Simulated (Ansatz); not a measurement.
`C/N=C(/C)Cl` and `C/N=C(/O)Cl` differ in one atom or group.

Ansatz, PBE0-D4/def2-TZVP geometries, multiplicity 1. Each molecule was computed in one conformer, which needn't be the lowest.

```csv
property,`C/N=C(/C)Cl`
HOMO–LUMO gap (B3LYP/def2-TZVPP) / eV,7.10
HOMO energy (ωB97M-V/def2-TZVPP) / eV,-9.98
LUMO energy (ωB97M-V/def2-TZVPP) / eV,2.11
HOMO energy (PBE/def2-TZVPP) / eV,-6.29
zero-point energy (PBE0-D4/def2-TZVP) / kJ/mol,229.9
size of the dipole moment (ωB97M-V/def2-TZVPP) / D,0.47
```

Give the same properties after the change, and the shifts. (Estimate.)

Ansatz gave: 
```
                                          property  `C/N=C(/O)Cl`  shift
             HOMO–LUMO gap (B3LYP/def2-TZVPP) / eV           7.76   0.66
             HOMO energy (ωB97M-V/def2-TZVPP) / eV         -10.14  -0.16
             LUMO energy (ωB97M-V/def2-TZVPP) / eV           2.36   0.25
                 HOMO energy (PBE/def2-TZVPP) / eV          -6.57  -0.28
    zero-point energy (PBE0-D4/def2-TZVP) / kJ/mol          170.7  -59.2
size of the dipole moment (ωB97M-V/def2-TZVPP) / D           1.09   0.62
```

With PBE0 the HOMO falls by 0.19 eV and the LUMO rises by 0.48 eV, so the gap widens by about 0.67 eV. PBE moves the HOMO by -0.28 eV and ωB97M-V by -0.16 eV. The zero-point energy changes by -59.2 kJ/mol with -6 modes. Dipoles are sizes alone; their direction can turn.

B3LYP here is the variant with VWN-RPA as its local correlation; programs differ in this.
